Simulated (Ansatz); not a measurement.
Basis sets compared for the cluster Mg3H6 (the lowest singlet isomer of a short search). Total charge 0; singlet. Geometry r2SCAN-D4/def2-TZVP. Ansatz on 4 threads of Arm Neoverse V2 on a shared host; times are rough, and most runs start from earlier orbitals.

```xyz
9

Mg    1.111   -0.899   -0.717
Mg   -0.562    1.074   -1.121
Mg   -0.121   -0.521    1.562
H     1.283   -1.731    0.834
H    -1.597    2.361   -1.531
H     0.789    0.056   -2.171
H    -0.835   -0.394    3.101
H    -0.850   -0.729   -0.294
H     0.782    0.784    0.338
```

The structure comes from a short search, and lower isomers may exist.

Binding counts from free atoms (Mg singlet, H doublet) in the same basis, without a counterpoise term.

| level | functions | energy (Eh) | HOMO (eV) | LUMO (eV) | binding per atom (eV) | wall time |
| --- | --- | --- | --- | --- | --- | --- |
| HF/STO-3G | 33 | -594.7081 | -6.82 | 8.42 | 2.68 | 0.1 s |
| HF/def2-TZVP | 132 | -602.2762 | -10.19 | 0.27 | 1.38 | 0.45 s |
| PBE-D4/def2-SVP | 84 | -603.1879 | -6.18 | -2.49 | 1.76 | 0.6 s |
| PBE-D4/def2-TZVP (with forces) | 132 | -603.4137 | -6.17 | -2.50 | 1.77 | 1 s |
| r2SCAN-D4/def2-TZVP | 132 | -603.7226 | -6.38 | -2.04 | 1.88 | 1.9 s |
| PBE0-D4/def2-SVP | 84 | -603.2546 | -7.33 | -1.83 | 1.77 | 0.65 s |
| PBE0-D4/def2-TZVP | 132 | -603.4808 | -7.32 | -1.83 | 1.79 | 1 s |

Estimate the rows for PBE-D4/def2-TZVPD, r2SCAN-D4/def2-TZVPD, PBE0-D4/def2-TZVPD.


```json
{"level": "PBE-D4/def2-TZVPD", "functions": "159", "energy (Eh)": "-603.4145", "HOMO (eV)": "-6.17", "LUMO (eV)": "-2.50", "binding per atom (eV)": "1.78", "wall time": "1.3 s"}
{"level": "r2SCAN-D4/def2-TZVPD", "functions": "159", "energy (Eh)": "-603.7234", "HOMO (eV)": "-6.37", "LUMO (eV)": "-2.05", "binding per atom (eV)": "1.89", "wall time": "2.6 s"}
{"level": "PBE0-D4/def2-TZVPD", "functions": "159", "energy (Eh)": "-603.4816", "HOMO (eV)": "-7.31", "LUMO (eV)": "-1.84", "binding per atom (eV)": "1.79", "wall time": "1.4 s"}
```
